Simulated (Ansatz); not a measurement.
## Zr₂Rh: computed properties

Computed with DFT r2SCAN, scalar-relativistic, plane waves, PAW (Ansatz).

Cutoff 500 eV; k points 8×8×8 on the computed 6-atom cell (Γ-centred); Gaussian smearing, width 0.10 eV; no spin polarisation.

The structure is relaxed at this level of theory with its symmetry kept. Whether it is the stable form of this composition wasn't checked.

```xyz
6
Lattice="-3.2464 3.2464 2.8255 3.2464 -3.2464 2.8255 3.2464 3.2464 -2.8255" Properties=species:S:1:pos:R:3 pbc="T T T"
Zr    1.0830    4.3294    0.0000
Zr    2.1634    1.0830    0.0000
Zr    2.1634   -1.0830    2.8255
Zr    1.0830    2.1634    2.8255
Rh    0.0000    0.0000    1.4127
Rh    0.0000    0.0000    4.2382
```

- Space group: I4/mcm (No. 140)
- Volume per atom: 134.0 bohr³
- Formation energy from the elements' standard states (uncorrected): -0.593 eV/atom
- Generalised Kohn–Sham band gap: none (metal)
- Density of states at the Fermi level: 9.61 states/eV per cell
- Löwdin character within 0.5 eV of the Fermi level: Zr 4d 76 %, Rh 4d 11 %, unprojected 5 %
- Bulk modulus: 121 GPa
- Its pressure derivative: 4.6
- Bader charges (e): Zr (4 in the cell) 0.98, Rh (2 in the cell) -1.96